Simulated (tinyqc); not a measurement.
Inside a calculation. Method: Pariser-Parr-Pople SCF with singles CI, for the molecule O=CN=c1cc1 (SMILES; centres numbered as the heavy atoms are written). One step of it, computed by the program tinyqc.

Question. Iteration 1: Fock matrix. F_rr = H_rr + P_rr gamma_rr / 2 + sum_(s != r) P_ss gamma_rs; F_rs = H_rs - P_rs gamma_rs / 2; E = tr P (H + F) / 2 + core repulsion sum_(r<s) z_r z_s gamma_rs.

P at the start, order 1O, 2C, 3N, 4C, 5C, 6C:
```
[[1.276170, 0.827938, -0.296558, -0.287920, 0.183582, 0.183582],
 [0.827938, 0.979612, 0.540018, 0.052729, -0.099258, -0.099258],
 [-0.296558, 0.540018, 1.328900, 0.639087, -0.227845, -0.227845],
 [-0.287920, 0.052729, 0.639087, 0.842667, 0.490477, 0.490477],
 [0.183582, -0.099258, -0.227845, 0.490477, 0.786325, 0.786325],
 [0.183582, -0.099258, -0.227845, 0.490477, 0.786325, 0.786325]]
```

core matrix H (eV), order 1O, 2C, 3N, 4C, 5C, 6C:
```
[[-35.422000, -2.670000, 0.000000, 0.000000, 0.000000, 0.000000],
 [-2.670000, -32.198556, -2.670000, 0.000000, 0.000000, 0.000000],
 [0.000000, -2.670000, -36.523420, -2.670000, 0.000000, 0.000000],
 [0.000000, 0.000000, -2.670000, -34.200646, -2.540000, -2.540000],
 [0.000000, 0.000000, 0.000000, -2.540000, -30.654288, -2.540000],
 [0.000000, 0.000000, 0.000000, -2.540000, -2.540000, -31.077513]]
```

repulsion gamma_rs (eV), order 1O, 2C, 3N, 4C, 5C, 6C:
```
[[15.200000, 5.774082, 4.147929, 3.001542, 2.330286, 2.468161],
 [5.774082, 11.130000, 5.478605, 3.872904, 2.813372, 3.099593],
 [4.147929, 5.478605, 12.300000, 5.476770, 3.660143, 3.659973],
 [3.001542, 3.872904, 5.476770, 11.130000, 5.345065, 5.344364],
 [2.330286, 2.813372, 3.660143, 5.345065, 11.130000, 5.345422],
 [2.468161, 3.099593, 3.659973, 5.344364, 5.345422, 11.130000]]
```

Centres (angstrom, eV; a flat drawing with bonds scaled to 1.40 angstrom):
```
centre          x          y  core charge z          W   gamma_rr
1O      -2.854000  -0.006000              1  17.700000  15.200000
2C      -1.512000   0.393000              1  11.160000  11.130000
3N      -0.496000  -0.569000              1  14.100000  12.300000
4C       0.846000  -0.170000              1  11.160000  11.130000
5C       2.208000  -0.495000              1  11.160000  11.130000
6C       1.809000   0.847000              1  11.160000  11.130000
```

Give: F; pi energy.

Answer.

F (eV), order 1O, 2C, 3N, 4C, 5C, 6C:
```
[[-8.2521, -5.0603, 0.6151, 0.4321, -0.2139, -0.2266],
 [-5.0603, -4.1847, -4.1493, -0.1021, 0.1396, 0.1538],
 [0.6151, -4.1493, -7.3192, -4.4201, 0.4170, 0.4170],
 [0.4321, -0.1021, -4.4201, -6.2033, -3.8508, -3.8506],
 [-0.2139, 0.1396, 0.4170, -3.8508, -6.9772, -4.6416],
 [-0.2266, 0.1538, 0.4170, -3.8506, -4.6416, -6.9449]]
```

pi energy = -86.9116 eV
